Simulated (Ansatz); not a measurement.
A nudged elastic band was laid between two geometries of BH3O + FH (7 atoms, charge 0, multiplicity 1).

The calculation used RKS CAM-B3LYP/cc-pVDZ (Ansatz 0.2.0).

* movable images: 5
* climbing image: yes
* spring: 5.0 eV/Å²
* optimiser: quadratic models (default)
* start path: through a guess of the saddle point
* force threshold: 0.05 eV/Å
* iteration limit: 60
* end points: relaxed

First end point:

```xyz
7
Properties=species:S:1:pos:R:3
B -0.184 -0.391 -0.023
O -0.467 0.158 1.188
H -1.078 -0.353 1.733
H 0.573 0.224 -0.721
H -0.688 -1.440 -0.334
F 0.777 2.456 1.353
H 0.280 1.668 1.451
```

Last end point:

```xyz
7
Properties=species:S:1:pos:R:3
B -0.043 0.309 -0.079
O -0.075 -0.037 1.621
H -0.978 0.150 1.929
H 1.131 0.110 -0.316
H -0.882 -0.476 -0.470
F -0.429 1.639 -0.089
H 0.489 0.626 2.052
```

**Question.** What changes between the two ends?

**Answer.** Bonds broken: F6–H7. Bonds formed: B1–F6, O2–H7. BH3O + FH becomes BFH4O.

**Question.** What energy profile does the band end with?

**Answer.** The run converged. The highest image is number 4 of 0 to 6, 46.2 kJ/mol above the first end and 77.2 kJ/mol above the last; the last end lies 31.1 kJ/mol below the first. A vibrational analysis at the climbing image gives one clearly imaginary mode, 890i cm⁻¹: a first-order saddle point. The orbitals stay closed-shell, which can raise the energy where a bond breaks towards radicals; this wasn't checked here.

| image | path coordinate (Å) | energy (kJ/mol) | F6–H7 (Å) | B1–F6 (Å) | O2–H7 (Å) |
| --- | --- | --- | --- | --- | --- |
| 0 | 0.00 | 0.0 | 0.94 | 3.30 | 1.70 |
| 1 | 0.70 | 2.4 | 0.94 | 3.18 | 1.73 |
| 2 | 1.40 | 5.4 | 0.94 | 2.90 | 1.80 |
| 3 | 2.10 | 8.5 | 0.94 | 2.38 | 1.84 |
| 4 | 2.81 | 46.2 | 1.11 | 1.68 | 1.29 |
| 5 | 3.64 | -29.4 | 2.12 | 1.39 | 0.98 |
| 6 | 4.48 | -31.1 | 2.54 | 1.38 | 0.97 |

**Question.** What is the geometry of the highest image?

**Answer.** 
```xyz
7
Properties=species:S:1:pos:R:3
B 0.030 0.074 0.123
O 0.009 -0.014 1.627
H -0.850 -0.319 1.950
H 1.115 -0.141 -0.339
H -0.994 -0.258 -0.414
F -0.051 1.738 0.354
H -0.044 1.242 1.349
```

**Question.** What are the harmonic wavenumbers there?

**Answer.** 890i, 531, 620, 769, 809, 836, 953, 1115, 1200, 1246, 1281, 2007, 2609, 2714, 3830 cm⁻¹.

The band took 14 iterations and roughly 100 core-seconds.

The run took 96 s on 1 thread of Arm Neoverse V2 (shared host), peak memory 0.12 GiB.
